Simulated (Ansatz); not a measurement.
Energy needed to pull apart CH₄OSi (SMILES C[Si]O), singlet, into free ground-state atoms, from the structure below (displaced at random from a GFN2-xTB minimum); no zero-point or spin–orbit terms; open-shell atoms are treated unrestricted, in their ground-state multiplicity.

| atom | x (Å) | y (Å) | z (Å) |
| --- | --- | --- | --- |
| C1 | -0.6305 | 0.4342 | -0.2837 |
| Si2 | 1.1967 | 0.0336 | -0.8082 |
| O3 | 1.6094 | -1.0323 | 0.4545 |
| H4 | -1.3256 | -0.3440 | -0.5392 |
| H5 | -0.9708 | 1.3533 | -0.8348 |
| H6 | -0.7654 | 0.6886 | 0.8250 |
| H7 | 1.0260 | -1.1920 | 1.1709 |

Program: Ansatz 0.2.0. Basis: def2-TZVPP. Cores are frozen in the correlated methods.

```tsv
method	atomization energy (kJ/mol)
SPW92	2893
PBE-D4	2577
r2SCAN-D4	2534
PBE0-D4	2522
BHLYP-D4	?
wB97M-V	2557
HF	1825
MP2	?
CCSD	2440
CCSD(T)	2476
```

Task: What does BHLYP-D4 give? (An estimate is asked for; the value comes from the calculation.)

Result: Computed: 2455 kJ/mol, which is about 21 kJ/mol less than CCSD(T)/def2-TZVPP.

Task: What does MP2 give? (To be estimated.)

Result: Computed: 2509 kJ/mol, which is about 32 kJ/mol more than CCSD(T)/def2-TZVPP.

In triple zeta the MP2 and coupled-cluster atomization energies are still short of their basis limit by a few kcal/mol a bond, whereas those of the functionals are nearly converged, so these differences are not deviations from converged CCSD(T).

The T1 diagnostic stays at or below 0.015. The restricted Hartree–Fock reference is unstable towards an unrestricted one here.

For scale, one of the runs: CCSD(T)/def2-TZVPP forces, 160 basis functions (an equivalent command: `ansatz run in.yaml --threads 4`). The run took 55 s on 4 CPU threads (shared host), with 2.2 GiB of host memory at its peak.
